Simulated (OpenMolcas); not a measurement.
Predicting a hybrid from its neighbours: C2H6B

C2H6B: 9 atoms, total charge 0, spin state doublet. SMILES: `[CH2]BC`. The coordinates come from a PBE0-D4/def2-TZVP relaxation. This is one conformer, not always the lowest.

The vertical electron affinity (to the singlet anion) y, in eV, basis 6-311+G(d,p); a is the functional's share of exact exchange. Programs: OpenMolcas 26.06.

| functional | program | a | y (eV) |
| --- | --- | --- | --- |
| UBLYP | OpenMolcas | 0 | 1.50 |
| UPBE | OpenMolcas | 0 | 1.60 |
| UB3LYP | OpenMolcas | 0.2 | 1.53 |
| UPBE0 | OpenMolcas | 0.25 | ? |
| UBHLYP | OpenMolcas | 0.5 | 1.16 |

Question: Fit y = c + s·a to the known rows and predict UPBE0.

Answer: 
1. Means of the 4 rows: a = 0.1750, y = 1.448.
2. Σ(Δa)² = 0.1675, Σ(Δa·Δy) = -0.12725, so the slope is -0.12725/0.1675 = -0.7597.
3. Intercept: 1.448 − (-0.7597) × 0.1750 = 1.581. The largest residual of the fit is 0.10.
4. UPBE0: 1.581 + (-0.7597) × 0.25 = 1.39 eV.

The run gave 1.42 eV, so the prediction is off by -0.03 eV, within the scatter of the fit.
